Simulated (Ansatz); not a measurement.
System: C3H4, charge 0, singlet. C3H4 (SMILES C1=CC1).
B3LYP-D3(BJ)/def2-TZVP minimum from Ansatz (a program for electronic structure):
```
C
H 1 1.0889
H 1 1.0889 2 113.66
C 1 1.5050 2 119.64 3 -150.54
C 4 1.2868 1 64.69 2 -105.61
H 4 1.0750 5 149.73 1 180.00
H 5 1.0750 4 149.73 6 0.00
```
Charge 0, spin multiplicity 1.

Hartree-Fock and CCSD correlation energies in hartree (Ansatz). UHF or UKS for unpaired electrons; spin-orbit terms are left out. Cores are frozen in correlated methods. No relativity.

| basis | X | E(HF) | E(corr, CCSD) |
|---|---|---|---|
| cc-pVTZ | 3 | -115.86553 | -0.50814 |
| cc-pVQZ | 4 | -115.87301 | -0.53224 |
| cc-pV5Z | 5 | -115.87474 | withheld |

**Question.** Fit E(corr) = E∞ + A/X³ to X = 3 and 4, predict X = 5, and compare with the run.

**Answer.** A = (-0.50814 - (-0.53224))/(1/27 - 1/64) = 1.1255; E∞ = -0.53224 - A/64 = -0.54983; at X = 5, E∞ + A/125 = -0.54082. The run gave -0.53989, 0.93 mEh above the prediction. The same form on X = 4 and 5 gives E∞ = -0.54792, 1.91 mEh above the first estimate.
